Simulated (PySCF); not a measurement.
Molecule: `CC#P`, C$_{2}$H$_{3}$P.

Structure with atom numbers: `[CH3:1][C:2]#[P:3]`. Hydrogens are named by the atom that carries them.

Geometry PBE0-D3(BJ)/def2-SVP throughout; GIAO in PySCF 2.14.0 with density-fitted response routines, gas phase, one conformer, non-relativistic; equivalent atoms averaged; basis pcSseg-2.

(1) How do the shifts δ (against TMS, H3PO4 at the same level) depend on the functional? (ppm; last column core-seconds on 1 thread of an Arm Neoverse V1, shared host; the GGAs took longer than the global hybrids here, which isn't the general rule, and the cause wasn't traced)

(2) Which nucleus moves most, in ppm?

Results:

(1) 
```tsv
functional	kind	C2	C1	P3	H(C1)	core-s
HF	Hartree–Fock	190.2	13.7	-3.2	2.11	2.8
LDA	LDA	185.4	14.9	-60.0	2.29	7.7
PBE	GGA	180.3	16.3	-67.2	2.32	9
BLYP	GGA	181.4	16.0	-71.7	2.35	9
BP86	GGA	180.1	16.5	-67.8	2.31	9.5
OPBE	GGA	173.3	17.4	-65.0	2.34	9
KT2	GGA	171.4	16.3	-83.4	2.37	8.7
KT3	GGA	168.9	16.9	-80.1	2.39	8.7
B97-D	GGA	174.2	16.5	-67.8	2.36	9
B3LYP	global hybrid	185.4	15.7	-54.9	2.27	5.7
PBE0	global hybrid	185.0	16.0	-48.5	2.23	5.8
mPW1PW91	global hybrid	185.4	16.2	-48.0	2.23	5.8
```

(2) P3 (phosphorus bonded to C): from -83.4 ppm with KT2 to -3.2 ppm with HF. The smallest spread is 0.28 ppm, at H(C1). Proton shifts span only some 12 ppm, so a few tenths of a ppm matter as much there as several ppm in carbon.
